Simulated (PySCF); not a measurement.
# Multinuclear NMR of Glyoxal

Molfile (atoms numbered from 1):
```
C2H2O2
     RDKit          3D

  6  5  0  0  0  0  0  0  0  0999 V2000
    1.3933   -0.3163    0.9752 O   0  0  0  0  0  0  0  0  0  0  0  0
    0.7568   -0.0568   -0.0048 C   0  0  0  0  0  0  0  0  0  0  0  0
   -0.7559    0.0575   -0.0033 C   0  0  0  0  0  0  0  0  0  0  0  0
   -1.3944    0.3193   -0.9813 O   0  0  0  0  0  0  0  0  0  0  0  0
    1.2150    0.1216   -0.9935 H   0  0  0  0  0  0  0  0  0  0  0  0
   -1.2117   -0.1234    0.9862 H   0  0  0  0  0  0  0  0  0  0  0  0
  1  2  2  0
  2  3  1  0
  3  4  2  0
  2  5  1  0
  3  6  1  0
M  END
```

[PySCF: coordinates at the GFN2-xTB level; GIAO PBE0/pcSseg-1 shieldings; B3LYP/pcJ-1 coupling constants; non-relativistic; one conformer; no solvent model; one averaged value for each set of equivalent atoms]

Q: Predict the 17O NMR data.

A: 
```csv
atoms,environment,σ (ppm),δ (ppm)
O1/O4,aldehyde oxygen,-412.5,642.5
```

Shieldings were converted by a linear fit to measured shifts: 17O: δ = 266.70 − 0.911σ (rms 10.7 ppm, 155 shifts, 12.2 ppm with the 3 outliers that the fit left out vs liquid water, solution or neat liquid). Occasional misses reach two or three times the rms, and more in compound classes unlike the fitted ones. Couplings are scaled by factors fitted to measured values: 3J(H,H) × 0.92 (rms 0.5 Hz); all others are unscaled and can be 10–30 % off.

Couplings (the largest are listed; each averaged over equivalent pairs; quadrupolar broadening usually hides them): 1J(O1,C2) = 35.5 Hz, 2J(O1,C3) = -10.8 Hz, 2J(O1,H5) = -3.5 Hz, 3J(O1,O4) = 20.9 Hz.

On a 500 MHz spectrometer 17O resonates near 67.8 MHz, so 1 ppm is 67.8 Hz.
